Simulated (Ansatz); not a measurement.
Compare A (`Oc1ccsc1`) with its isomer B (`CC#COC=S`).

Computed with Ansatz on PBE0-D4/def2-TZVP structures; ΔE is electronic, products minus reactants. CCSD(T)/CBS is the MP2 limit (def2-TZVPP, def2-QZVPP) plus CCSD(T) − MP2 in def2-TZVPP, frozen cores. DFT in def2-TZVPP. B3LYP here is the variant with VWN-RPA as its local correlation; programs differ in this. One conformer a species, not always the lowest.

Task: Which is lower in electronic energy at CCSD(T)/CBS, and by how much? (Estimate.)

Result: Computed: A, by 62.7 kcal/mol.

Task: Give E(B) − E(A) in kcal/mol with MP2/def2-TZVPP, PBE0-D4, CCSD/def2-TZVPP, HF/def2-TZVPP, B2PLYP, ωB97M-V, B3LYP-D4. (Best estimate.)

Result: Ansatz gave: MP2/def2-TZVPP 65.8, PBE0-D4 66.6, CCSD/def2-TZVPP 59.7, HF/def2-TZVPP 54.5, B2PLYP 58.7, ωB97M-V 62.3, B3LYP-D4 59.0. None reverses the order clearly.

Largest T1 diagnostic: 0.016.

In def2-TZVPP, CCSD(T) changes the Hartree–Fock value by +6.2 kcal/mol (the triples alone add +1.0 kcal/mol) and MP2 by +11.2 kcal/mol. The D4 term adds +2.9 kcal/mol with B3LYP and +1.4 kcal/mol with PBE0; it sums over pairs of atoms, weighted by their polarisabilities, and B3LYP, whose exchange is more repulsive, gets the larger term.
